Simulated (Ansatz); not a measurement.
C3H5F2 (`F[CH]CCF`) radical, relaxed with UKS PBE0-D4/def2-TZVP in Ansatz 0.2.0 from a PBE-D4/def2-SVP geometry. The force threshold is 0.005 eV/Å; the program also tests the step.

Total charge 0; spin multiplicity 2.

Start:

```xyz
10

F    -0.239    1.657   -1.368
C    -0.521    1.331   -0.086
C    -0.626   -0.124    0.192
C     0.678   -0.900   -0.038
F     1.668   -0.434    0.812
H    -0.140    2.066    0.644
H    -1.406   -0.582   -0.459
H    -0.954   -0.263    1.244
H     1.017   -0.764   -1.089
H     0.524   -1.987    0.149
```

(1) How much energy does the relaxation release, and in how many steps? (Estimate.)

(2) Which bonds change most? (Best estimate.)

(3) Give the relaxed structure. (An estimate is asked.)

Answers

(1) Computed: 3.90 kJ/mol, in 6 steps.

(2) Computed: C2–H6 from 1.103 to 1.084 Å; C4–H9 from 1.113 to 1.093 Å; C4–H10 from 1.113 to 1.094 Å; C3–H7 from 1.115 to 1.097 Å.

(3) Ansatz gave: 
```xyz
10

F    -0.316    1.646   -1.372
C    -0.514    1.322   -0.085
C    -0.620   -0.124    0.192
C     0.670   -0.894   -0.040
F     1.638   -0.472    0.852
H    -0.094    2.044    0.605
H    -1.393   -0.567   -0.448
H    -0.936   -0.262    1.230
H     1.050   -0.728   -1.052
H     0.514   -1.966    0.117
```
